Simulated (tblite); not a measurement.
Run record: tight-binding relaxation, `O=C/C(F)=C\F`.

Computed with GFN2-xTB geometry optimisation, gas phase (tblite 0.8.0). Start geometry: from a force field or distance geometry. The input is one job of a driver script: a line of settings, then coordinates in Å.

Command:
```bash
OMP_NUM_THREADS=1 python probes_run.py task.json out
```

Input:
```
{"job": {"kind": "relax", "xc": "GFN2-xTB", "basis": "xTB"}, "charge": 0, "multiplicity": 1}
O     -1.309400    -1.277000    -0.123400
C     -1.246500    -0.019100    -0.013000
C      0.108000     0.544400     0.053800
F      0.274400     1.911400     0.171100
C      1.161100    -0.257200    -0.019300
F      0.985400    -1.582300    -0.155800
H     -2.143000     0.568100     0.049700
H      2.179000     0.121400     0.012400
```

Output:
```
step      E/eV     max force
  0    -568.43585    4.430
  1    -568.51609    4.925
  2    -568.66858    0.902
  3    -568.69672    0.656
  4    -568.75436    0.711
  5    -568.78015    0.494
  6    -568.81039    0.491
  7    -568.83091    0.448
  8    -568.84691    0.452
  9    -568.85811    0.328
 10    -568.86496    0.226
 11    -568.86839    0.149
 12    -568.87064    0.160
 13    -568.87270    0.148
 14    -568.87438    0.100
 15    -568.87535    0.100
 16    -568.87591    0.095
 17    -568.87631    0.073
 18    -568.87667    0.054
 19    -568.87701    0.045
 20    -568.87720    0.023
 21    -568.87726    0.014
 22    -568.87728    0.010
```

«max force» is the largest atomic force in eV/Å.

Summary of the converged run: energy lowered by 10.2 kcal/mol over 22 steps; largest atomic force 0.010 eV/Å at the end.

Question: Give the final coordinates.

Answer: 0.180 Å rms from the input after alignment:
```
atom  x, y, z in Å
O1    -1.6028   -1.2325   -0.1220
C2    -1.2976   -0.0786   -0.0126
C3     0.0830    0.4344    0.0381
F4     0.1774    1.7718    0.1633
C5     1.2269   -0.2554   -0.0254
F6     1.2557   -1.5671   -0.1484
H7    -2.0413    0.7355    0.0629
H8     2.2078    0.2014    0.0194
```

Hardware: one thread of an Arm Neoverse V2 (shared host).
Labels such as C1 count atoms from 1, the log's own numbers from 0.
